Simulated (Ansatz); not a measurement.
# CH: vertical and adiabatic energies of changing the electron count, by script

The task is vertical and adiabatic energies of changing the electron count, for CH.

Program: the Python package of Ansatz 0.2.0. Level of theory: B3LYP/def2-TZVP. These are calculated values, not measurements.

## (1) The structure

Bond lengths: H1–C2 1.030 Å.

The script holds or builds the structure itself.

## (2) The code

File ch_adiabatic.py:

```python
"""Vertical and adiabatic ionisation of CH."""

import itertools

import ansatz as az
from ase import Atoms
from ase.data import atomic_numbers, covalent_radii
import numpy as np

atoms = Atoms(["H", "C"], positions=[
    (0.0, 0.0, 0.0),
    (0.0, 0.0, 1.03),
])
mol = az.Crystal.molecule_from_ase(atoms)

calc = (
    mol.calculation()
    .basis(gaussian="def2-TZVP")
    .functional("B3LYP")
    .spin("collinear", total=1)
)
symbols = [site.symbol for site in mol.cartesian_sites]
start = np.array([site.position_ang for site in mol.cartesian_sites], dtype=float)
report = calc.relax(force_tolerance=0.01).run().report
end = np.array(report["positions_ang"])

minimum = az.Crystal.molecule()
for symbol, place in zip(symbols, end):
    minimum = minimum.atom(symbol, place.tolist())
ion = (
    minimum.calculation()
    .basis(gaussian="def2-TZVP")
    .functional("B3LYP")
    .charge(1)
)
vertical = ion.run().report
settled = ion.relax(force_tolerance=0.01, max_steps=80).run().report
print(f"vertical ionisation energy   {vertical['free_energy_ev'] - report['free_energy_ev']:.3f} eV")
print(f"adiabatic, no zero point     {settled['free_energy_ev'] - report['free_energy_ev']:.3f} eV")
print(f"relaxation energy of the ion {vertical['free_energy_ev'] - settled['free_energy_ev']:.3f} eV")
ionised = np.array(settled["positions_ang"])
# pairs closer than 1.2 times the sum of covalent radii, before or after
radius = [covalent_radii[atomic_numbers[s]] for s in symbols]
span = lambda where, i, j: np.linalg.norm(where[i] - where[j])
bonded = [(i, j) for i, j in itertools.combinations(range(len(symbols)), 2) if min(span(end, i, j), span(ionised, i, j)) < 1.2 * (radius[i] + radius[j])]
print("pair        before    after (A)")
for i, j in bonded:
    print(f"{symbols[i]}{i}-{symbols[j]}{j}".ljust(10), f"{span(end, i, j):8.4f} {span(ionised, i, j):8.4f}")
```

## (3) What the engine is handed

The package turns the script's settings into the engine's input (first run):

```yaml
crystal:
  periodic: [false, false, false]
  atoms:
    - { symbol: H, position_ang: [0.0, 0.0, 0.0] }
    - { symbol: C, position_ang: [0.0, 0.0, 1.03] }
basis:
  gaussian:
    orbitals: def2-TZVP
hamiltonian:
  xc: b3lyp
magnetization:
  spin_polarized: true
  initial_magnetization: 1.0
relax:
  f_tol: 0.01
```

## (4) Launch

Started as:

```
$ python ch_adiabatic.py
```

Without the output at hand: what should come out? Wanted: vertical ionisation energy; adiabatic ionisation energy, no zero point.

**Answer**, as computed:

| quantity | value |
| --- | --- |
| vertical ionisation energy | 11.012 eV |
| adiabatic ionisation energy, no zero point | 11.009 eV |
| runs compared | 3 |

What this shows: The ionisation energy is a difference of two total energies at the neutral geometry; letting the ion relax lowers it by 0.00 eV. Run 1: The relaxation took 3 moves; the largest shift is 0.047 Å. Run 3: The relaxation took 2 moves; the largest shift is 0.007 Å. The start was already close to the minimum. What to keep in mind:
- The energies are electronic: no zero-point or thermal terms, and the basis set is short of its limit. The product may relax into another structure. The relaxation finds the nearest minimum, so the adiabatic value is an upper bound.
- The species is open-shell (spin multiplicity 2).
- b3lyp holds the VWN-RPA fit, as in Gaussian; the form of ORCA and Turbomole is b3lyp5.
- Only the spin states typed were run; another state of an ion can lie lower, by up to an eV or two.
